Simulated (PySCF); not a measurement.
Gas-phase reaction: 3 Al2O + O3 + 3 Cl2 → 6 AlOCl

Computed with PySCF and rigid-rotor harmonic-oscillator thermochemistry at 1 bar. 'Table' is the NASA 1993 thermochemical table (part measured, part estimated). After a fit of one offset per element over all species, the range-separated, M06-2X, PBE0/def2-QZVP and CCSD(T)/def2-TZVPP enthalpies, where run, lie to one side of the table for Al2O (-34 kJ/mol), O3 (+19 kJ/mol), AlOCl (+112 kJ/mol): a fault of the table's entry, another state or a shared error of the levels is possible; this was not checked at source. S°(298 K) at PBE0/def2-TZVP differs from the NASA 1993 table for Al2O (+6 J/mol/K), AlOCl (+8 J/mol/K); whether the harmonic model or the table's entry is off was not settled. † marks an energy on the PBE0/def2-TZVP geometry and frequencies; other levels use their own. CCSD(T) freezes the core. 6-31G* has spherical d functions here. All species are closed-shell singlets. For this reaction the table lies outside the span of B3LYP, CCSD(T), M06-2X, MP2, PBE0, r2SCAN, ωB97M-V, ωB97X-V in their largest bases here; which side is off was not settled. CCSD(T) isn't extrapolated to the basis-set limit; its ΔH°(298 K) is -1041.4 kJ in def2-SVP and -1108.3 kJ in def2-TZVPP. The harmonic model lacks anharmonicity and excited electronic states, which grow with temperature; levels with a mode under 35 cm⁻¹ are left out. Strong static correlation: O3. Soft modes under 120 cm⁻¹ make the harmonic entropy rough for Al2O. The table's entry may be an old estimate for Al2O, AlOCl (not checked at source). Warning, large T1 diagnostic: Al2O, AlOCl, O3 (CCSD(T)/def2-SVP†, CCSD(T)/def2-TZVPP†).

```
level                ΔH°(298 K), kJ  minus table  ΔG°(2500 K), kJ
-------------------  --------------  -----------  ---------------
table                       -1794.8            -          -1401.0
CCSD(T)/def2-SVP†           -1041.4        753.4           -742.7
CCSD(T)/def2-TZVPP†         -1108.3        686.5           -809.5
HF/6-31G*                    -965.2        829.6           -653.3
M06-2X/def2-TZVP†           -1023.8        771.0           -725.1
PBE/def2-SVP                -1024.9        769.9           -730.2
PBE/def2-TZVP†              -1047.3        747.5           -748.5
PBE0/def2-QZVP†             -1046.3        748.5           -747.5
PBE0/def2-TZVP              -1042.1        752.7           -743.3
```
